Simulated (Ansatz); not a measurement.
Diamond-structure Ge was calculated with LDA in Ansatz (plane waves, PAW).

Settings: plane-wave cutoff 520 eV, 20×20×20 k mesh, Fermi–Dirac smearing 0.05 eV, perturbation theory, scalar-relativistic PAW data made under PBE.

The cell has the measured lattice parameters. Conventional cell: a = 5.6580 Å, b = 5.6580 Å, c = 5.6580 Å, α = 90.00°, β = 90.00°, γ = 90.00°.

Harmonic phonon frequencies (cm⁻¹; i marks an imaginary mode):

| q point | frequencies |
|---|---|
| Γ | 0 0 0 284 284 284 |
| X | 76 76 230 230 259 259 |
| L | 60 60 214 229 274 274 |

Measured, for comparison: zone-centre TO phonon frequency 304 cm⁻¹ (low temperature, zero-point motion not removed; as tabulated in Tanner et al. (2021), arXiv:2110.11888). Computed (rounded) less measured: zone-centre TO phonon frequency -7 %.

No imaginary mode appears at these points.

Note: the solid has no gap at this level, which affects its response; the cell isn't this level's own, so it is under some stress, which shifts stiffness and frequencies.

Ansatz is a first-principles code.
